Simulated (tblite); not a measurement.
Species: C5H11P.
Geometry (GFN2-xTB, Å), atoms numbered from 1 in this order:
```
atom  x, y, z in Å
C1    -1.5275   -1.2007   -0.2427
C2    -0.6624   -0.0042    0.1407
C3    -1.4781    1.2851    0.1375
P4     0.7638    0.1548   -1.0849
C5     2.0860    0.7034    0.0746
C6     2.0508   -0.7831   -0.1594
H7    -1.9474   -1.0608   -1.2374
H8    -0.9376   -2.1160   -0.2467
H9    -2.3484   -1.3204    0.4633
H10   -0.2474   -0.1656    1.1430
H11   -2.2992    1.2198    0.8503
H12   -1.8960    1.4663   -0.8513
H13   -0.8547    2.1370    0.4057
H14    2.9117    1.2514   -0.3594
H15    1.7914    1.0739    1.0476
H16    1.7341   -1.4205    0.6556
H17    2.8538   -1.2085   -0.7465
```

All values are computed: GFN2-xTB (tblite) harmonic vibrations without scaling, gas phase. This tight-binding method is rough: wavenumbers can miss measured ones by several per cent, in bad cases by 10 to 20. One conformer, not necessarily the lowest.

Harmonic wavenumbers (cm⁻¹): 54.9, 180.0, 198.3, 205.3, 243.6, 296.6, 328.1, 419.5, 641.0, 698.0, 713.0, 791.8, 794.3, 871.6, 931.4, 938.5, 982.7, 995.7, 1007.6, 1054.2, 1131.6, 1133.4, 1144.2, 1168.2, 1244.3, 1292.4, 1403.8, 1407.6, 1418.3, 1432.0, 1490.8, 1494.5, 1500.8, 1502.8, 2895.0, 3006.1, 3010.6, 3014.0, 3016.8, 3024.4, 3026.0, 3044.4, 3046.3, 3054.2, 3070.5.

A = 4789, B = 2031, C = 1736 MHz; mass 102.060 u (most abundant isotopes); point group Cs, symmetry number 1.

Problem. Zero-point energy?

Solution. Half the sum of the wavenumbers: 32160 cm⁻¹ = 384.71 kJ/mol.

Problem. Entropy at 298.15 K, 1 bar (ideal gas, RRHO, classical rotation)?

Solution. Translation 166.54, rotation 114.41, vibration 80.03: S = 361.0 J/(mol K).

Problem. And Cp and H(298.15 K) − H(0)?

Solution. Cp = 128.89 J/(mol K), of which vibrations give 95.63 (their classical limit is 45 R = 374.2); H(298.15 K) − H(0) = 23.32 kJ/mol without the zero-point energy, 13.40 from vibrations.

Problem. Which modes carry the vibrational entropy at 298.15 K?

Solution. 54.9 cm⁻¹: 19.38; 180.0 cm⁻¹: 9.74; 198.3 cm⁻¹: 8.99; 205.3 cm⁻¹: 8.72; 243.6 cm⁻¹: 7.43; 296.6 cm⁻¹: 6.01 J/(mol K); the other 39 give 19.75 together.

Problem. What must be added to the electronic energy to get the Gibbs energy at 298.15 K and 1 bar?

Solution. ZPE + [H(298.15 K) − H(0)] − T·S = 384.71 + 23.32 − 107.63 = 300.40 kJ/mol.

Problem. Blend soft modes into free rotors: weight 1/[1 + (100 cm⁻¹/ν̃)⁴] for the oscillator and the rest for a rotor with moment μB/(μ + B), μ = h/(8π²ν), B = 10⁻⁴⁴ kg m². What vibrational entropy results?

Solution. 75.56 J/(mol K) in place of 80.03, which changes −T·S at 298.15 K by +1.33 kJ/mol.

Problem. How do the functions run with temperature in this model?

Solution. 
```csv
T (K),S (J/(mol K)),Cp (J/(mol K)),H − H(0) (kJ/mol),G − H(0) (kJ/mol),ln q(vib)
100,263.6,62.7,4.52,-21.85,0.85
200,317.0,94.4,12.40,-51.00,2.48
300,361.8,129.6,23.56,-84.98,4.25
500,444.6,197.6,56.56,-165.73,8.01
800,553.5,265.3,126.85,-315.92,13.76
1000,616.1,295.7,183.10,-432.99,17.45
```

q(vib) and H(0) count from the zero-point level.

Hindered rotation and anharmonicity are outside this model. Other conformers, if any are populated, would add a mixing term that is left out.

The run took 0.75 s on one thread of an Arm Neoverse N1, shared host. This covers the Hessian and the dipole derivatives.
